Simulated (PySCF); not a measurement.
N-methylmethanimine, C2H5N.
Cartesian coordinates in Å at the GFN2-xTB level; atoms count from 1:
```
atom  x, y, z in Å
C1     1.2430   -0.1772    0.3642
N2     0.1316   -0.7140    0.1696
C3    -0.9880    0.0673   -0.2481
H4     2.0684   -0.7978    0.6801
H5     1.4466    0.8935    0.2360
H6    -0.7612    1.1350   -0.3757
H7    -1.3534   -0.3447   -1.1895
H8    -1.7778   -0.0528    0.4944
```

Method used: B3LYP/def2-SVPD in PySCF (dipole) on a GFN2-xTB geometry, gas phase.

Masses are those of the commonest isotopes; rigid-rotor values at the optimised geometry. 

Question: What are A, B and C (GHz)?

Answer: Ia = 9.01, Ib = 47.27, Ic = 53.15 u·Å²; 505379 MHz·u·Å²/I gives 56106, 10692 and 9508 MHz, that is A = 56.106, B = 10.692, C = 9.5084 GHz.

Question: Classify the top.

Answer: A near-prolate asymmetric top. Ray's parameter κ = (2B − A − C)/(A − C) = -0.949; −1 is the prolate and +1 the oblate limit.

Question: Is it planar, by Δ = Ic − Ia − Ib?

Answer: Not planar: Δ = Ic − Ia − Ib = -3.13 u·Å². For a rigid frame Δ = −2 Σ m c², so Σ m c² = 1.56 u·Å² lies off the ab plane, practically all of it from hydrogen. The atom farthest from that plane is 0.88 Å away.

Question: Which types of transition are allowed, and where do some lines up to J = 4 fall?

Answer: The dipole components are |μa| = 0.02 D, |μb| = 1.44 D, |μc| = 0.00 D; the mirror of this Cs structure is the ab plane, so μc vanishes by symmetry and there are no c-type lines. The squared components, which scale the intensities, stand as 0.00 : 1.00 (a : b). Some lines, for components of 0.1 D or more:

```csv
type,branch,"J(Ka,Kc)",MHz,lower level (cm⁻¹)
b,R,"3(0,3) ← 2(1,2)",16256,3.497
b,R,"4(0,4) ← 3(1,3)",38017,5.459
b,Q,"1(1,0) ← 1(0,1)",46598,0.674
b,Q,"3(1,2) ← 3(0,3)",49656,4.039
b,Q,"4(1,3) ← 4(0,4)",52204,6.727
b,R,"1(1,1) ← 0(0,0)",65614,0.000
b,R,"3(1,3) ← 2(0,2)",103065,2.021
b,Q,"4(2,2) ← 4(1,3)",132486,8.468
b,Q,"3(2,1) ← 3(1,2)",134596,5.695
b,Q,"2(2,0) ← 2(1,1)",136266,3.615
b,Q,"3(2,2) ← 3(1,3)",141582,5.459
b,R,"2(2,1) ← 1(1,0)",177827,2.228
b,R,"2(2,0) ← 1(1,1)",179033,2.189
b,R,"3(2,1) ← 2(1,2)",200508,3.497
b,R,"4(2,3) ← 3(1,2)",215265,5.695
b,Q,"3(3,0) ← 3(2,1)",229930,10.185
b,Q,"3(3,1) ← 3(2,2)",230044,10.181
b,R,"4(3,2) ← 3(2,1)",310775,10.185
b,Q,"4(4,1) ← 4(3,2)",322000,20.551
b,R,"4(4,1) ← 3(3,0)",402846,17.855
b,R,"4(4,0) ← 3(3,1)",402846,17.855
```

Question: Estimate the classical rotational partition function at 50 K, 200 K and 500 K.

Answer: Point group Cs, symmetry number σ = 1; q = (√π/σ)·√((kT/h)³/(ABC)), k/h = 20836.6 MHz/K: 789 at 50 K, 6310 at 200 K, 25000 at 500 K.

Whether it is a minimum is left open (no frequencies). Zero-point vibration and centrifugal distortion are left out. A rigid rotor knows nothing of internal rotation, which can split or shift real lines. Quadrupole hyperfine structure (14N) is left out.
